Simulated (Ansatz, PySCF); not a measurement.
This Ansatz (a first-principles code) input computes a PBE0/def2-TZVPD energy:

Ansatz 0.2 input:
```yaml
crystal:
  periodic: [false, false, false]
  atoms:
    - {symbol: C, position_ang: [0.00439699, 0.00529408, 0.50425813]}
    - {symbol: F, position_ang: [-0.01696785, 1.10243765, -0.30214647]}
    - {symbol: F, position_ang: [0.01189880, -1.10854091, -0.27918568]}
    - {symbol: H, position_ang: [-0.90251824, -0.00024261, 1.11129806]}
    - {symbol: H, position_ang: [0.92175780, 0.02340746, 1.09514257]}
basis:
  gaussian:
    orbitals: def2-TZVPD
hamiltonian:
  xc: {name: PBE0}
output: {forces: true}
```

Task: Write an input for the same energy in PySCF and say what it gives.

Result: 
```python
from pyscf import gto, scf, dft

mol = gto.M(
    atom='''
    C     0.00439699    0.00529408    0.50425813
    F    -0.01696785    1.10243765   -0.30214647
    F     0.01189880   -1.10854091   -0.27918568
    H    -0.90251824   -0.00024261    1.11129806
    H     0.92175780    0.02340746    1.09514257
    ''',
    basis='def2-tzvpd',
    charge=0,
    spin=0,
    verbose=4,
)

mf = dft.RKS(mol, xc='pbe0').density_fit(auxbasis='def2-universal-jkfit')
mf.grids.level = 3
mf.conv_tol = 1e-9
mf.max_cycle = 100
mf.max_memory = 1500
mf.kernel()
if not mf.converged:
    mf = mf.newton()
    mf.kernel(mf.make_rdm1())
mf.analyze()
```
It gives -238.85625 Eh, and Ansatz -238.85617 Eh, a difference of 0.08 mEh, from the treatment of integrals and grids.
